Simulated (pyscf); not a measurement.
H₂C=CH–C≡N (SMILES C=CC#N) + CH₃• (SMILES [CH3]) -> H₃C–CH₂–CH•–C≡N (SMILES CC[CH]C#N), an addition (doublet surface; none broken, C–C formed). Structures and frequencies: ωB97X-D3(BJ)/def2-SVP in PySCF. Energies in kcal/mol from the separated reactants.

Small-basis levels: PySCF, no dispersion term, spherical d functions. Open shells are spin-unrestricted. 

Problem. Quick BP86/6-31G* single points give ΔE‡ = -1.2 kcal/mol and ΔE = -40.0 kcal/mol. What does ωB97M-D3(BJ)/def2-TZVP give, and how far is the quick result from it?

Solution. ωB97M-D3(BJ)/def2-TZVP gives ΔE‡ = 2.1 kcal/mol and ΔE = -37.2 kcal/mol. BP86/6-31G* lies 3.3 kcal/mol under it in the barrier and 2.8 kcal/mol under it in the reaction energy, so on this step it does not hold to within 3.0 kcal/mol. At BP86/6-31G* this geometry lies under one side, so its ΔE‡ may be no barrier of that level. ωB97M-D3(BJ)/def2-TZVP has limits of its own. This is the saddle that the search found; another between the same sides may lie lower.
